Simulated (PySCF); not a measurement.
**Potential energy of Cl₂⁺ along the bond**

Set-up: Cl 6-31G(d,p); no relativity (PySCF 2.14). Energies in eV from Cl⁺ + Cl in their ground configurations at the same level. State: ²Πg (doublet), unpaired electrons π ↑.

All columns are PBE0.

| R (Å) | E (eV) | HOMO (eV) | LUMO (eV) | Mayer bond order | ⟨S²⟩ |
| --- | --- | --- | --- | --- | --- |
| 1.649 | -2.109 | -15.98 | -13.48 | 1.39 | 0.75 |
| 1.725 | -2.973 | -16.23 | -13.75 | 1.40 | 0.75 |
| 1.802 | -3.433 | -16.44 | -13.98 | 1.41 | 0.75 |
| 1.859 | -3.589 | -16.59 | -14.14 | 1.42 | 0.75 |
| 1.917 | -3.627 | -16.71 | -14.28 | 1.44 | 0.75 |
| 1.974 | -3.577 | -16.82 | -14.41 | 1.45 | 0.75 |
| 2.051 | -3.415 | -16.95 | -14.55 | 1.46 | 0.75 |
| 2.147 | -3.115 | -17.07 | -14.70 | 1.47 | 0.75 |
| 2.262 | -2.682 | -17.18 | -14.84 | 1.49 | 0.75 |
| 2.415 | -2.072 | -17.27 | -14.97 | 1.50 | 0.75 |

The state was picked by a PBE0 search and need not be the measured ground state.
